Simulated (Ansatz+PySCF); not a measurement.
Values are calculated unless marked as measured or tabulated.
A run of Ansatz (development build ahead of 0.2.0) on doublet C₂H₃ at this shape:

```xyz
5

H     0.9067    1.2429   -2.2000
H     0.9067   -1.2010   -2.2000
H    -0.9412   -1.2010   -2.2000
C    -0.0172    0.6781   -2.2000
C    -0.0172   -0.6362   -2.2000
```

Its results:

```yaml
Converged: yes
Reference_energy: -77.40824 hartree
Correlation_energy: -0.34036 hartree
Total_energy: -77.74861 hartree
Spin_squared_of_the_determinant: 0.750
Stability_test: minimum among restricted orbitals
T1_diagnostic: 0.022
Occupied_orbitals_by_symmetry_in_an_Abelian_subgroup_alpha;_beta: 7 A' 1 A''; 6 A' 1 A''
```

Problem. Which input gives this output? Name the method, the orbitals and the basis set, and write the input.

Solution. ROHF-CCSD(T) in cc-pVTZ.

```yaml
crystal:
  periodic: [false, false, false]
  atoms:
    - { symbol: H, position_ang: [0.90674, 1.24292, -2.2] }
    - { symbol: H, position_ang: [0.90674, -1.201, -2.2] }
    - { symbol: H, position_ang: [-0.94118, -1.201, -2.2] }
    - { symbol: C, position_ang: [-0.01722, 0.67814, -2.2] }
    - { symbol: C, position_ang: [-0.01722, -0.63622, -2.2] }
basis:
  gaussian: { orbitals: cc-pVTZ }
magnetization:
  initial_magnetization: 1
hamiltonian:
  xc: hf
correlation:
  method: ccsd_t
  frozen_orbitals: { C: 1, H: 0 }
```
